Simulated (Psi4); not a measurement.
Psi4 input (wB97X-D/6-311+G**):

```
memory 1500 MB

molecule {
0 2
O    -0.03358599    1.35244432   -0.19132675
C    -0.02298824    0.02608309    0.34390833
H     0.79751410    1.78006367    0.04092007
H     0.10297798    0.08688173    1.44150946
C    -1.33803449   -0.58604795    0.05002014
C     1.14695488   -0.79080276   -0.21079365
H     1.07992468   -0.84954531   -1.29760345
H    -2.17250250    0.04060755   -0.22648968
H     2.09977048   -0.32776419    0.05824743
H    -1.49388676   -1.64185974    0.21779862
H     1.13929704   -1.80333248    0.19742255
symmetry c1
no_reorient
no_com
}

set {
  basis 6-311+G**
  reference uks
  scf_type df
  df_basis_scf def2-universal-jkfit
  dft_radial_points 99
  dft_spherical_points 590
  e_convergence 1e-8
  d_convergence 1e-7
  maxiter 150
}

e = energy('wb97x-d')
print_out(f'\nFINAL {e:.10f} DIPOLE {variable("CURRENT DIPOLE")[0]:.6f} {variable("CURRENT DIPOLE")[1]:.6f} {variable("CURRENT DIPOLE")[2]:.6f}\n')
```

Output:

```
   => Loading Basis Set <=

    Name: 6-311+G**
    Role: ORBITAL
    Keyword: BASIS
    atoms 1         entry O          line   171 file 6-311pgss.gbs
    atoms 2, 5-6    entry C          line   129 file 6-311pgss.gbs
    atoms 3-4, 7-11 entry H          line    42 file 6-311pgss.gbs

   => WB97X-D: Empirical Dispersion <=

    Chai and Head-Gordon Dispersion Correction
    Chai, J.-D.; Head-Gordon, M. (2010), J. Chem. Phys., 132: 6615-6620

        s6 =       1.000000

         ---------------------------------------------------------
                                   SCF
               by Justin Turney, Rob Parrish, Andy Simmonett
                          and Daniel G. A. Smith
                              UKS Reference
         ---------------------------------------------------------

  ==> Geometry <==

    Molecular point group: c1
    Full point group: C1

    Geometry (in Angstrom), charge = 0, multiplicity = 2:

       Center              X                  Y                   Z               Mass
    ------------   -----------------  -----------------  -----------------  -----------------
         O           -0.033585990000     1.352444320000    -0.191326750000    15.994914619570
         C           -0.022988240000     0.026083090000     0.343908330000    12.000000000000
         H            0.797514100000     1.780063670000     0.040920070000     1.007825032230
         H            0.102977980000     0.086881730000     1.441509460000     1.007825032230
         C           -1.338034490000    -0.586047950000     0.050020140000    12.000000000000
         C            1.146954880000    -0.790802760000    -0.210793650000    12.000000000000
         H            1.079924680000    -0.849545310000    -1.297603450000     1.007825032230
         H           -2.172502500000     0.040607550000    -0.226489680000     1.007825032230
         H            2.099770480000    -0.327764190000     0.058247430000     1.007825032230
         H           -1.493886760000    -1.641859740000     0.217798620000     1.007825032230
         H            1.139297040000    -1.803332480000     0.197422550000     1.007825032230

  Running in c1 symmetry.

  Rotational constants: A =      0.30292  B =      0.28264  C =      0.16316 [cm^-1]
  Rotational constants: A =   9081.16673  B =   8473.46814  C =   4891.56318 [MHz]
  Nuclear repulsion =  126.569606316240666

  Charge       = 0
  Multiplicity = 2
  Electrons    = 33
  Nalpha       = 17
  Nbeta        = 16

  ==> Algorithm <==

  SCF Algorithm Type is DF.
  DIIS enabled.
[...]

       1A    -19.248409     2A    -10.345699     3A    -10.278761
       4A    -10.277000     5A     -1.128065     6A     -0.870388
       7A     -0.771958     8A     -0.666465     9A     -0.608317
      10A     -0.539774    11A     -0.527131    12A     -0.482943
      13A     -0.469625    14A     -0.457467    15A     -0.417613
      16A     -0.365217

    Beta Virtual:

      17A      0.006169    18A      0.065754    19A      0.089686
      20A      0.093302    21A      0.101677    22A      0.119995
      23A      0.127822    24A      0.133705    25A      0.149868
      26A      0.161920    27A      0.175313    28A      0.181437
      29A      0.204540    30A      0.226509    31A      0.242287
      32A      0.251105    33A      0.265969    34A      0.267217
      35A      0.279416    36A      0.302019    37A      0.306405
      38A      0.323745    39A      0.343473    40A      0.347642
      41A      0.375219    42A      0.400691    43A      0.426673
      44A      0.478695    45A      0.519158    46A      0.528553
      47A      0.557163    48A      0.606659    49A      0.611983
      50A      0.648438    51A      0.655247    52A      0.676488
      53A      0.708798    54A      0.723788    55A      0.740105
      56A      0.755107    57A      0.771304    58A      0.776417
      59A      0.800927    60A      0.871555    61A      0.946938
      62A      1.046558    63A      1.058602    64A      1.132036
      65A      1.196110    66A      1.214086    67A      1.233905
      68A      1.319977    69A      1.390710    70A      1.425546
      71A      1.490410    72A      1.515530    73A      1.536170
      74A      1.556980    75A      1.596444    76A      1.635962
      77A      1.652324    78A      1.655851    79A      1.673363
      80A      1.690377    81A      1.731365    82A      1.792720
      83A      1.836560    84A      1.848529    85A      1.914811
      86A      1.950411    87A      2.005155    88A      2.047104
      89A      2.098448    90A      2.133349    91A      2.196761
      92A      2.216879    93A      2.250089    94A      2.284032
      95A      2.395036    96A      2.420458    97A      2.538256
      98A      2.591881    99A      2.611575   100A      2.624122
     101A      2.639444   102A      2.672347   103A      2.687653
     104A      2.713242   105A      2.753062   106A      2.764355
     107A      2.824328   108A      2.846832   109A      2.908051
     110A      3.010646   111A      3.083100   112A      3.163341
     113A      3.209169   114A      3.285632   115A      3.424802
     116A      3.490639   117A      3.867404   118A      3.903783
     119A      3.910272   120A      3.948642   121A      4.013319
     122A      4.200653   123A      4.377706   124A      5.158775
     125A      5.503762   126A      5.770963   127A     23.908160
     128A     24.025865   129A     24.089875   130A     50.056508

    Final Occupation by Irrep:
              A
    DOCC [    16 ]
    SOCC [     1 ]
    NA   [    17 ]
    NB   [    16 ]

  @DF-UKS Final Energy:  -193.68175330615284

   => Energetics <=

    Nuclear Repulsion Energy =            126.5696063162406659
    One-Electron Energy =                -512.4658055566344501
    Two-Electron Energy =                 211.0301459817284240
    DFT Exchange-Correlation Energy =     -18.8117198614805936
    Empirical Dispersion Energy =          -0.0039801860068851
    VV10 Nonlocal Energy =                  0.0000000000000000
    Total Energy =                       -193.6817533061528422

  UHF NO Occupations:
  HONO-2 :   15  A 1.9996454
  HONO-1 :   16  A 1.9987993
  HONO-0 :   17  A 1.0000000
  LUNO+0 :   18  A 0.0012007
  LUNO+1 :   19  A 0.0003546
  LUNO+2 :   20  A 0.0003111
  LUNO+3 :   21  A 0.0002818

Computation Completed

Properties will be evaluated at   0.000000,   0.000000,   0.000000 [a0]

Properties computed using the SCF density matrix

 Multipole Moments:

 ------------------------------------------------------------------------------------
     Multipole            Electronic (a.u.)      Nuclear  (a.u.)        Total (a.u.)
 ------------------------------------------------------------------------------------

 L = 1.  Multiply by 2.5417464519 to convert [e a0] to [Debye]
 Dipole X            :          0.5683229            0.0000000            0.5683229
 Dipole Y            :         -0.3139857            0.0000001           -0.3139855
 Dipole Z            :          0.3971027           -0.0000002            0.3971026
 Magnitude           :                                                    0.7610968

 ------------------------------------------------------------------------------------

FINAL -193.6817533062 DIPOLE 0.568323 -0.313986 0.397103

*** Psi4 exiting successfully. Buy a developer a beer!
```
